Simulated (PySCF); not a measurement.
# A diatomic session: NaAl

One table from this session's results is given with a row withheld; the runs are named, their logs left out.

Program: PySCF 2.14.0. Level of theory: Na x2c-SVPall, Al x2c-SVPall, spin-free X2C with a Gaussian nucleus. These are calculated values, not measurements.

The first run:

The job is set up so:

| Property | Result |
| --- | --- |
| atoms | Na, Al |
| charge | 0 |
| basis | Na x2c-SVPall, Al x2c-SVPall |
| Hamiltonian | spin-free X2C with a Gaussian nucleus |
| basis functions | 33 |
| electrons treated | 24 |
| masses in u | 22.9898, 26.9815 |
| levels | PBE0, PBE, r²SCAN, MN15, revPBE, PBEsol, HF, MP2, SCS-MP2, CCSD, CCSD(T) |
| grid | 80 radial by 434 angular points |
| occupations | held fixed by the projection of orbital angular momentum |
| dissociation limit | Na + Al, each in its ground configuration |
| starting distance in angstrom | 2.770 |
| values of 2S to try | 0, 2 |

Command:

```console
$ OMP_NUM_THREADS=1 python dia.py task.json out
```

Steps of the session up to this table: Set-up; PBE0 along the bond; Other states along the same grid; PBE (GGA); r²SCAN (meta-GGA); MN15 (hybrid meta-GGA); revPBE (GGA); PBEsol; RHF (mean field); Adding correlation.

One of the session's tables, all rows but one given; the rest of the session is left out.

It belongs to the step «Constants by level of theory». 

| level | Re (Å) | ωe (cm⁻¹) | De (eV) |
| --- | --- | --- | --- |
| RHF | 3.261 | 184.1 | -0.128 |
| RHF-MP2 | 3.223 | 186.2 | 0.426 |
| RHF-SCS-MP2 | 3.228 | 184.1 | 0.474 |
| RHF-CCSD | 3.228 | 177.9 | 0.63 |
| RHF-CCSD(T) | 3.233 | 175.0 | 0.68 |
| PBE | 3.195 | 177.5 | 0.84 |
| PBEsol | 3.188 | 178.3 | 0.89 |
| revPBE | 3.236 | 172.7 | 0.78 |
| r²SCAN | ? | ? | ? |
| PBE0 | 3.187 | 184.3 | 0.71 |
| MN15 | 3.149 | 186.6 | 0.98 |

Estimate the missing values for r²SCAN.

**Answer.** Re (Å): 3.225; ωe (cm⁻¹): 177.6; De (eV): 0.65. In the column «Re (Å)» it lies between RHF-MP2 (3.223) and RHF-SCS-MP2 (3.228).

De is counted to Na + Al in their ground configurations.
